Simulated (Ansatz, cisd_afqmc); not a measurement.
Species: CF$_{3}$, charge 0, doublet. CF3 (SMILES F[C](F)F, doublet).
B3LYP-D3(BJ)/def2-TZVP minimum from Ansatz (an electronic-structure program):
```xyz
4

C      0.0017    -0.0026     0.3251
F     -0.0171     1.2604    -0.0619
F      1.0990    -0.6148    -0.0830
F     -1.0831    -0.6438    -0.0717
```
Charge 0, spin multiplicity 2.

Total energies in cc-pVDZ, 25 correlated electrons, 4 frozen orbitals. Radicals and triplets start from unrestricted determinants; spin-orbit coupling is neglected. Correlated methods leave the cores frozen. No relativity. AFQMC/CISD: phaseless, guided by CISD from CCSD amplitudes; bars are statistical, one sigma. Outlying blocks are dropped, and bars are widened where a walk drifts. Over all cases where full CI ran beside it in this data, AFQMC minus full CI had a median of +0.1 mEh and passed +0.4 mEh in a tenth of the cases.

| method | program | energy (Eh) | minus CCSDT(Q) (mEh) |
|---|---|---|---|
| HF | Ansatz | -336.14671 | 689.68 |
| MP2 | Ansatz | -336.81023 | 26.15 |
| CCSD | Ansatz | -336.82102 | 15.37 |
| CCSD(T) | Ansatz | -336.83424 | 2.14 |
| CCSDT(Q) | Ansatz | -336.83638 | 0.00 |
| AFQMC/CISD | cisd_afqmc | -336.8364 ± 0.0003 | 0.0 ± 0.3 |

Rough core times of Ansatz's runs on a shared machine: CCSD(T) under 20 s, CCSDT(Q) 6 min.
